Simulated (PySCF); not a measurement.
## Bonding in `CS(C)(=O)=O`

Compound: C2H6O2S.
Atom-mapped SMILES: `[CH3:1][S:2]([CH3:3])(=[O:4])=[O:5]` (hydrogens: H6, H7, H8 on C1; H9, H10, H11 on C3)

Cartesian coordinates in Å at the GFN2-xTB level; atoms count from 1:
```xyz
11
C2H6O2S angstrom
C      1.324    0.611   -0.039
S      0.074   -0.621   -0.498
C     -1.384   -0.094    0.446
O      0.494   -1.906   -0.015
O     -0.212   -0.485   -1.898
H      0.966    1.586   -0.341
H      2.239    0.367   -0.564
H      1.480    0.554    1.031
H     -2.188   -0.785    0.227
H     -1.651    0.905    0.127
H     -1.136   -0.128    1.498
```

Bond orders from the PBE0/pcSseg-1 density (PySCF). Geometry: GFN2-xTB; no solvent, vibrations or thermal averaging.

**Question.** Where do the orders between heavy atoms depart from those drawn in the SMILES?

**Answer.** The largest departure is 0.256, at S2–O4 (drawn double, 1.744) and S2–O5 (drawn double, 1.744).

**Question.** Set the Mayer orders of the bonds beside their lengths.

**Answer.** 
| bond | drawn as | length (Å) | Mayer order |
| --- | --- | --- | --- |
| C1–S2 | single | 1.815 | 0.884 |
| S2–C3 | single | 1.815 | 0.884 |
| S2–O4 | double | 1.436 | 1.744 |
| S2–O5 | double | 1.436 | 1.744 |
| C1–H6 | single | 1.082 | 0.941 |
| C1–H7 | single | 1.083 | 0.943 |
| C1–H8 | single | 1.082 | 0.941 |
| C3–H9 | single | 1.083 | 0.943 |
| C3–H10 | single | 1.082 | 0.941 |
| C3–H11 | single | 1.082 | 0.941 |

**Question.** Sum the orders of all bonds at each heavy atom with more than one neighbour and set the sums beside the valence in the SMILES.

**Answer.** C1 3.709 (drawn 4), S2 5.256 (drawn 6), C3 3.709 (drawn 4). Orders between atoms that aren't bonded are not in these sums.

For a closed shell the Mayer order of atoms A and B is Σ (PS)μν (PS)νμ over the basis functions μ on A and ν on B, with P the density and S the overlap matrix.
